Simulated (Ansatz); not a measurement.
```yaml
crystal:
  periodic: [false, false, false]
  atoms:
    - {symbol: Cl, position_ang: [-0.000000, 0.000000, 0.352315]}
    - {symbol: F, position_ang: [-0.000000, -0.000000, -1.242520]}
    - {symbol: F, position_ang: [0.000000, 1.691759, 0.277637]}
    - {symbol: F, position_ang: [0.000000, -1.691759, 0.277637]}
basis:
  gaussian: {orbitals: aug-cc-pVTZ}
hamiltonian: {xc: {name: BLYP}, dispersion: d3bjatm}
outputs: {forces: true}
output: {forces: true}
```

```sh
$ ansatz run in.yaml --threads 2 --pin off --events-out ev --progress --plain --max-ram 32768MiB --backend cpu
```

Output, abridged:

```
Error: YAML parse error: error: line 11 column 1: unknown field `outputs`, expected one of crystal, accuracy, basis, kpoints, hamiltonian, magnetization, projection, total_charge, correlation, batch, efield, external_charges, scf, relax, neb, saddle, md, ramp, phonons, dielectric, real_time, elastic, magnetic_configurations, gw, evaluate, workflow, output, checkpoint, execution
 9 |   gaussian: {orbitals: aug-cc-pVTZ}
10 | hamiltonian: {xc: {name: BLYP}, dispersion: d3bjatm}
11 | outputs: {forces: true}
12 | output: {forces: true}
```

What is wrong with this run?

The input holds a key that doesn't belong there. The input was rejected before any iteration.
